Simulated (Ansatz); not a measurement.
`CC(C)C` + `[CH3]`• → `C[C](C)C`• + CH₄ at 700 K and 1 bar (hydrogen abstraction from a C–H bond).

Computed with Ansatz on PBE0-D4/def2-TZVP structures; ΔE is electronic, products minus reactants. CCSD(T)/CBS is the MP2 limit (def2-TZVPP, def2-QZVPP) plus CCSD(T) − MP2 in def2-TZVPP, frozen cores. This one scheme is used for every species. No spin–orbit coupling; open shells (•) take unrestricted orbitals.

```
    species  CCSD(T)/CBS energy (Eh)  H − E (kJ/mol)  S (J/(mol·K))
   `CC(C)C`               -158.24397           420.1          408.8
   `[CH3]`•                -39.78218           106.9          232.5
`C[C](C)C`•               -157.57643           380.9          427.2
        CH₄                -40.46206           145.9          224.0
```

H − E and S are ideal-gas, rigid-rotor, harmonic terms from PBE0-D4/def2-TZVP, with the whole ground term of open shells counted as degenerate. 1 Eh = 2625.50 kJ/mol, R = 8.31446 J/(mol·K).

Q: By hand: ΔE, ΔH, ΔS and ΔG.

A: ΔE = (-157.57643) + (-40.46206) − (-158.24397) − (-39.78218) = -0.01234 Eh = -32.4 kJ/mol. Δ(H − E) = 380.9 + 145.9 − 420.1 − 106.9 = -0.2, so ΔH = -32.6 kJ/mol. ΔS = 427.2 + 224.0 − 408.8 − 232.5 = 9.9 J/(mol·K). ΔG = -32.6 − 700 × (9.9)/1000 = -39.5 kJ/mol.

Q: By hand: the equilibrium constant, and the temperature at which ΔG would vanish if ΔH and ΔS stayed fixed.

A: log₁₀ K = −ΔG/(RT ln 10) = 2.9. ΔH and −TΔS have one sign here, so there is no such temperature.

The number of gas molecules stays the same, so ΔS is small and ΔH decides. A doubt of 5 kJ/mol in ΔE shifts log₁₀ K by 0.4 here. These are equilibria of isolated gas molecules and say nothing of rates. Largest T1 diagnostic: 0.011 (customary marks: 0.02 for closed shells, 0.045 for open ones).
